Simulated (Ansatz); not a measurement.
**HGeO, doublet: the ladder up to UCCSDT(Q)**

Geometry: a point of a bend scan, not a stationary point.

```json
{"atom": "Ge", "x (Å)": "0.0000", "y (Å)": "-0.1401", "z (Å)": "0.2657"}
{"atom": "O", "x (Å)": "0.0000", "y (Å)": "0.5452", "z (Å)": "-1.2368"}
{"atom": "H", "x (Å)": "0.0000", "y (Å)": "1.4435", "z (Å)": "0.4860"}
```

Basis cc-pVDZ; Ansatz 0.2.0. Correlated methods freeze the noble-gas cores and the filled d shells of p-block atoms, which leaves 11 electrons in 31 orbitals. Prefix R: restricted or restricted open-shell reference; prefix U: unrestricted. Active spaces: pair = (3e, 3o) about the gap; valence = (11e, 9o) chosen from the atoms' valence shells. No spin–orbit coupling is included, and no scalar relativity.

Full CI isn't at hand for all of this; UCCSDT(Q) serves as the reference, and is uncertain by about the last step of the cluster series. The frozen core follows each run's orbitals, which can shift R against U totals by a few meV for light atoms and by up to 0.1 eV past Ca.

```
UHF ⟨S²⟩                          : 0.777
T1 diagnostic (RCCSD)             : 0.0700
largest doubles amplitude (RCCSD) : 0.070
T1 diagnostic (UCCSD)             : 0.0613
```

```csv
level,E − E(UCCSDT(Q)) (mEh),share of correlation (%),wall time
UHF,278.68,2.35,–
UMP2,47.25,83.44,–
UCCSD,12.37,95.67,–
UCCSD(T),3.38,98.82,11 s
UCCSDT,1.52,99.47,–
```

The correlation energy at UCCSDT(Q), counted from RHF, is -7.765 eV. That run took 34 s on 1 thread of Intel Xeon Platinum 8259CL, shared host.

Run but not shown, since their state or frozen core can't be matched to the reference's or they repeat it: RHF, RMP2, RCCSD, RCCSD(T), BCCD(T), RCCSDT, RCCSDT(Q), CASSCF (pair space), NEVPT2 (pair space), MRCISD (pair space), MRCISD+Q (pair space), CASSCF (valence space), NEVPT2 (valence space), MRCISD (valence space), MRCISD+Q (valence space).

Times hold each run's SCF and search for its determinant on a shared host, so for small cases they say little of a method's own cost; they ran on 1 thread of Intel Xeon Platinum 8259CL.

Natural occupations of CASSCF (valence space) about the gap: 1.995 1.968 1.962 1.947 1.016 0.055 0.037 0.023; effectively unpaired electrons, Σ n²(2−n)², 1.04.
